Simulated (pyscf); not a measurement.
Elementary routes open to [O=SiH]• + water (H₂O) in the gas phase (doublet surface):
A. HO–SiH•–OH (H–O broken; H–O, O–Si formed)
B. •O–SiH₂–OH (H–O broken; H–Si, O–Si formed)

Structures and frequencies: ωB97X-D3(BJ)/def2-SVP in PySCF. Correlated levels are frozen-core, on RHF or UHF. ΔMP2 is the change of the MP2 total energy from the triple- to the quadruple-zeta basis.

Q: Rank the routes by free-energy barrier at 900 K, lowest first, for CCSD(T)/def2-TZVPP + ΔMP2(QZVPP) energies (ideal gas, 1 atm, RRHO with modes under 100 cm⁻¹ raised to 100, one conformer, R ln 2 for chiral ones without a mode under 150 cm⁻¹).

A: A (23.3 kcal/mol), B (40.5 kcal/mol)

Route A is the fastest of these, ahead of the next by 17.2 kcal/mol. The most stable products are those of A (ΔG = -28.2 kcal/mol), so kinetics and thermodynamics agree. At 298 K A is still the fastest. A: On the reactant side the descent ends in an adduct with a O–Si contact, 17.2 kcal/mol under the separated species and 3.9 kcal/mol under the saddle at ωB97X-D3(BJ)/def2-TZVP. B: On the reactant side the descent ends in an adduct with a O–Si contact, 17.2 kcal/mol under the separated species and 23.0 kcal/mol under the saddle at ωB97X-D3(BJ)/def2-TZVP. Only these routes are compared; each barrier is that of the saddle found, and lower ones may exist. The CCSD(T) − MP2 part came from Ansatz, without density fitting, on the same reference.
